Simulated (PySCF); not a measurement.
A series of substituents X on one scaffold: vinyl-X. Isolated molecules, 0 K electronic values unless said otherwise. One relaxed conformer stands for each flexible species; it need not be the lowest. Strings in code marks are SMILES.

Computed with PySCF with PBE-D3(BJ)/def2-TZVP // B3LYP-D3(BJ)/def2-TZVP. All candidates: neutral, multiplicity 1. Excitations are Tamm–Dancoff values on a coarser integration grid. The basis has no diffuse functions, so Rydberg states are missing or too high.

```json
{
 "HOMO–LUMO gap": "5.39 eV",
 "LUMO": "-1.50 eV",
 "S1 excitation (TDA)": "6.44 eV"
}
```

Question: Name which member has these values.
A) `C=CC(=O)O` (C–C–C–O torsion 180°, O–C–O–H torsion 0°)
B) `C=CCl`
C) `C=C[SiH3]`
D) `C=CNC` (C–C–N–C torsion 151°)

Answer: C, `C=C[SiH3]`. The others give `C=CNC` (C–C–N–C torsion 151°): 4.59 eV, -0.03 eV, 5.22 eV; `C=CCl`: 5.13 eV, -1.29 eV, 6.23 eV; `C=CC(=O)O` (C–C–C–O torsion 180°, O–C–O–H torsion 0°): 3.97 eV, -2.54 eV, 4.12 eV
